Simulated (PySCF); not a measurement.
## Basis-set dependence of population analyses: `CC(C)(C)C=S`

Compound: C5H10S.
Geometry (PBE0-D3(BJ)/def2-SVP, Å), atoms numbered from 1 in this order:
```
atom  x, y, z in Å
C1     0.0313   -1.5022    0.1553
C2     0.0406    0.0292    0.0221
C3    -0.8109    0.4390   -1.1912
C4     1.4665    0.5403   -0.1350
C5    -0.6476    0.5824    1.2437
S6    -0.0699    1.6308    2.3277
H7     0.6220   -1.8270    1.0252
H8    -0.9923   -1.8924    0.2697
H9     0.4684   -1.9596   -0.7461
H10   -0.8352    1.5334   -1.3045
H11   -0.3843    0.0077   -2.1103
H12   -1.8479    0.0797   -1.0988
H13    2.0857    0.2590    0.7294
H14    1.4882    1.6375   -0.2067
H15    1.9211    0.1188   -1.0446
H16   -1.6751    0.1939    1.3666
```

PBE0 throughout (PySCF), one geometry, spherical d and f functions. Geometry: PBE0-D3(BJ)/def2-SVP; no solvent, vibrations or thermal averaging. Atoms taken as equivalent share a column and are averaged.

Mulliken charges (e):

| basis | functions | C1/C3/C4 | C2 | C5 | S6 | H7 (×9) | H16 |
| --- | --- | --- | --- | --- | --- | --- | --- |
| STO-3G | 44 | -0.228 | +0.019 | -0.176 | +0.070 | +0.078 | +0.068 |
| 6-31G | 78 | -0.462 | -0.073 | -0.372 | +0.075 | +0.173 | +0.199 |
| 6-31G* | 108 | -0.514 | -0.010 | -0.204 | -0.083 | +0.182 | +0.198 |
| def2-SVP | 138 | +0.014 | -0.401 | -0.020 | -0.102 | +0.045 | +0.076 |
| 6-311+G(2d,p) | 230 | -0.634 | +0.739 | -0.132 | -0.277 | +0.160 | +0.133 |
| def2-TZVP | 252 | -0.374 | +0.100 | -0.098 | -0.175 | +0.129 | +0.134 |

IAO charges (e):

```tsv
basis	functions	C1/C3/C4	C2	C5	S6	H7 (×9)	H16
STO-3G	44	-0.385	-0.015	-0.248	+0.121	+0.132	+0.106
6-31G	78	-0.427	+0.043	-0.170	-0.067	+0.147	+0.151
6-31G*	108	-0.407	+0.040	-0.165	-0.059	+0.140	+0.142
def2-SVP	138	-0.396	+0.038	-0.168	-0.040	+0.136	+0.135
6-311+G(2d,p)	230	-0.419	+0.041	-0.175	-0.050	+0.144	+0.145
def2-TZVP	252	-0.419	+0.041	-0.177	-0.046	+0.144	+0.145
```

Hirshfeld charges (e):

| basis | functions | C1/C3/C4 | C2 | C5 | S6 | H7 (×9) | H16 |
| --- | --- | --- | --- | --- | --- | --- | --- |
| STO-3G | 44 | -0.043 | +0.042 | -0.004 | -0.047 | +0.014 | +0.009 |
| 6-31G | 78 | -0.100 | +0.037 | +0.017 | -0.128 | +0.036 | +0.045 |
| 6-31G* | 108 | -0.099 | +0.033 | +0.024 | -0.139 | +0.037 | +0.048 |
| def2-SVP | 138 | -0.113 | +0.027 | +0.016 | -0.092 | +0.039 | +0.042 |
| 6-311+G(2d,p) | 230 | -0.114 | +0.001 | +0.003 | -0.089 | +0.042 | +0.049 |
| def2-TZVP | 252 | -0.117 | +0.009 | +0.007 | -0.093 | +0.042 | +0.048 |

Some averages cover members that differ in this geometry, most widely: C1/C3/C4, Mulliken in 6-311+G(2d,p) -0.723 to -0.588; C1/C3/C4, Mulliken in def2-SVP +0.003 to +0.037 e.

Question: Which scheme is steadiest as the basis changes?

Answer: Largest range over the bases for any column: Hirshfeld 0.09 e, IAO 0.19 e, Mulliken 1.14 e. Hirshfeld charges move least and Mulliken charges most, counted in e. Without the minimal STO-3G basis the ranges are Hirshfeld 0.05, IAO 0.03, Mulliken 1.14 e.

Question: How much do the charges still move between the two largest bases, 6-311+G(2d,p) and def2-TZVP?

Answer: At most, over all atoms: Mulliken 0.639 e, IAO 0.005 e, Hirshfeld 0.009 e.

Question: What do the same runs give for the total energy, the frontier levels and the dipole moment?

Answer: 
```tsv
basis	energy (Eh)	HOMO (eV)	LUMO (eV)	μ (D)
STO-3G	-587.6131	-2.85	1.68	1.26
6-31G	-594.2528	-6.30	-1.86	2.94
6-31G*	-594.3219	-6.24	-1.84	2.74
def2-SVP	-594.0789	-6.23	-1.86	2.41
6-311+G(2d,p)	-594.4082	-6.39	-2.06	2.62
def2-TZVP	-594.4235	-6.36	-2.02	2.55
```

The dipole is fixed by the density alone, so its range of 1.68 D shows that the density itself changes with the basis, not only its division among atoms.
